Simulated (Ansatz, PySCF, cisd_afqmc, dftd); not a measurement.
Species: CH₃S, charge 0, doublet. CH3S (SMILES C[S], doublet).
B3LYP-D3(BJ)/def2-TZVP minimum from Ansatz (a quantum-chemistry and plane-wave program):
```xyz
5

C     -0.0139     1.1056     0.0124
S      0.0013    -0.6916    -0.0079
H      1.0336     1.4242     0.0401
H     -0.5062     1.4939     0.9033
H     -0.4650     1.5146    -0.8909
```
Charge 0, spin multiplicity 2.

Property: enthalpy of formation at 298 K (by atomisation, with ideal-gas terms from PySCF's Hessian at B3LYP-D3(BJ)/def2-TZVP and the atoms' measured values of the G2/97 table; no spin-orbit terms), in kcal/mol. UHF or UKS for unpaired electrons; spin-orbit terms are left out. Cores are frozen in correlated methods. Rows without X2C or -DK are non-relativistic. The Monte Carlo rows (phaseless AFQMC, CISD trial, step 0.005/hartree) carry one-sigma bars that omit the constraint's bias. Outlying blocks are dropped, and bars are widened where a walk drifts. Over all cases where full CI ran beside it in this data, AFQMC minus full CI had a median of +0.1 mEh and passed +0.4 mEh in a tenth of the cases. CBS(X,Y): correlation extrapolated as X^-3, Hartree-Fock from the larger set (Q,5: extrapolated as (X+1)exp(-9√X)). A bracket is a step between two methods taken in the basis named. The functionals are non-relativistic, so their misses hold any scalar relativity. Double hybrids freeze cores in their MP2 part. '+ core + X2C': CCSD(T) terms for core correlation (cc-pwCVTZ, 1s frozen past Ne) and scalar relativity (cc-pVTZ-DK). For partners of very few electrons the exact lower level stands in for a higher one.

Measured: 29.8 kcal/mol, 124.7 kJ/mol (G2/97 table in ASE (Curtiss et al.)); atomic spin-orbit terms, which the calculations lack, would raise the computed values.

```json
[
 {"level": "r2SCAN/def2-TZVPD", "program": "Ansatz", "enthalpy of formation at 298 K (kcal/mol)": "26.2", "error against that value": "-3.6"},
 {"level": "PBE0-D4/def2-TZVPD", "program": "Ansatz + dftd4", "enthalpy of formation at 298 K (kcal/mol)": "25.9", "error against that value": "-3.9"},
 {"level": "B2GP-PLYP-D3(BJ)/def2-TZVPD", "program": "Ansatz + dftd3", "enthalpy of formation at 298 K (kcal/mol)": "33.9", "error against that value": "4.1"},
 {"level": "MP2/cc-pV(T+d)Z", "program": "Ansatz", "enthalpy of formation at 298 K (kcal/mol)": "37.7", "error against that value": "7.9"},
 {"level": "MP2/aug-cc-pV(Q+d)Z", "program": "Ansatz", "enthalpy of formation at 298 K (kcal/mol)": "30.8", "error against that value": "1.0"},
 {"level": "CCSD/aug-cc-pV(Q+d)Z", "program": "Ansatz", "enthalpy of formation at 298 K (kcal/mol)": "37.1", "error against that value": "7.3"},
 {"level": "CCSD/cc-pV(5+d)Z", "program": "Ansatz", "enthalpy of formation at 298 K (kcal/mol)": "36.2", "error against that value": "6.4"},
 {"level": "CCSDT(Q)/aug-cc-pV(D+d)Z", "program": "Ansatz", "enthalpy of formation at 298 K (kcal/mol)": "54.1", "error against that value": "24.3"},
 {"level": "CCSDT(Q)/cc-pV(D+d)Z", "program": "Ansatz", "enthalpy of formation at 298 K (kcal/mol)": "58.0", "error against that value": "28.2"},
 {"level": "AFQMC/CISD/cc-pV(D+d)Z", "program": "cisd_afqmc", "enthalpy of formation at 298 K (kcal/mol)": "58.2 ± 0.2", "error against that value": "28.4"},
 {"level": "AFQMC/CISD/cc-pV(T+d)Z", "program": "cisd_afqmc", "enthalpy of formation at 298 K (kcal/mol)": "38.6 ± 0.2", "error against that value": "8.8"},
 {"level": "CCSD(T)/CBS(cc-pV(Q+d)Z,cc-pV(5+d)Z) + [AFQMC/CISD - CCSD(T)]/cc-pV(D+d)Z + core + X2C", "program": "Ansatz + cisd_afqmc", "enthalpy of formation at 298 K (kcal/mol)": "28.3 ± 0.2", "error against that value": "-1.5"},
 {"level": "CCSD(T)/CBS(cc-pV(Q+d)Z,cc-pV(5+d)Z) + [CCSDT(Q) - CCSD(T)]/cc-pV(D+d)Z + core + X2C", "program": "Ansatz", "enthalpy of formation at 298 K (kcal/mol)": "28.1", "error against that value": "-1.7"}
]
```
